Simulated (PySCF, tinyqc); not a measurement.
Orbital energy against energy difference: ionisation energy by orbital energies and by energy differences in the cc-pvdz basis, for CH2, spin multiplicity 1. Computed by the program tinyqc with PySCF. The cation is unrestricted; errors are against CCSD(T) in this basis, not against experiment.

Geometry (angstrom):

| atom | x | y | z |
|---|---|---|---|
| C | 0.0000 | 0.0000 | 0.0000 |
| H | 0.0000 | 0.9470 | 0.4640 |
| H | 0.0000 | -0.9470 | 0.4640 |

CCSD(T) difference in the same basis = 9.2746 eV

IP-EOM-CCSD = 9.2437 eV

First vertical ionisation energy (eV):

| method | -e(HOMO) | E(cation) - E | error of -e(HOMO) | error of the difference |
|---|---|---|---|---|
| HF | 9.569 | 8.11188 | 0.294 | -1.163 |
| LDA | 4.798 | 7.17226 | -4.476 | -2.102 |
| PBE | 4.571 | 6.84420 | -4.704 | -2.430 |
| B3LYP | 5.769 | 9.48837 | -3.506 | 0.214 |
| PBE0 | 6.020 | 9.33323 | -3.254 | 0.059 |
| CAM-B3LYP | 7.499 | 9.48111 | -1.775 | 0.207 |
| LC-wPBE | 9.024 | 9.44458 | -0.251 | 0.170 |

What does the comparison show, and why?

Koopmans errs by +0.29 eV and Delta-HF by -1.16 eV: relaxation, 1.46 eV, lowers the value and the missing correlation difference works against it. The PBE level is off by -4.7 eV through the wrong tail of its potential, though its energy difference is off by -2.43 eV; exact exchange deepens the level, and among the orbital energies LC-wPBE comes closest; among the differences PBE0 does. The restricted reference is unstable here: a spin-polarised solution lies 0.0340 hartree lower (PySCF), so results built on it describe a poor reference.
